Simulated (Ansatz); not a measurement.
B20 (FeSi-type) FeSi, treated with r²SCAN+rVV10 (plane waves, PAW; Ansatz, a program for electronic structure).

Settings: plane-wave cutoff 560 eV, 8×8×8 k mesh, Fermi–Dirac smearing 0.01 eV, no spin polarisation, scalar-relativistic PAW data made under PBE.

Shape and atoms are relaxed at each volume.

Pressure at four volumes; x = ln(V/10.611 Å³). One pressure is withheld.

```json
[
 {"V (Å³/atom)": "10.187", "x": "-0.0408", "P (GPa)": "?"},
 {"V (Å³/atom)": "10.399", "x": "-0.0202", "P (GPa)": "5.26"},
 {"V (Å³/atom)": "10.611", "x": "0.0000", "P (GPa)": "-0.01"},
 {"V (Å³/atom)": "11.036", "x": "0.0393", "P (GPa)": "-8.88"}
]
```

Question: Pass a parabola P(x) through the three rows shown, estimate the bulk modulus and its pressure derivative near zero pressure, and predict the withheld pressure.

Answer: Slopes between the rows: (-0.01 − (5.26))/(0.0000 − (-0.0202)) = -260.89 and (-8.88 − (-0.01))/(0.0393 − (0.0000)) = -225.70 GPa. Their difference over the span 0.0595 is c = 35.19/0.0595 = 591.4 GPa, so P(x) = 5.26 + (-260.89)(x − (-0.0202)) + 591.4 (x − (-0.0202))(x − (0.0000)). At the middle row B = −dP/dx = −[-260.89 + 591.4 × 0.0202] = 248.9 GPa, and B′ = dB/dP = 2c/B = 4.8. At x = -0.0408 the parabola gives 11.13 GPa; the run gives 11.16 GPa. The Birch–Murnaghan fit to the energies at all volumes has B0 = 249 GPa and B′ = 4.7.

Measured, for comparison: bulk modulus 178 GPa (room temperature, not corrected to a static lattice, our sources range from 169 to 185; as tabulated in Study of the compressibility of FeSi, MnSi, and CoS2 (JETP Letters), abstract). Computed (rounded) less measured: bulk modulus +40 % (+35 % to +47 % over the range).

Note: the bulk modulus comes from volumes at which shape and atoms were relaxed.
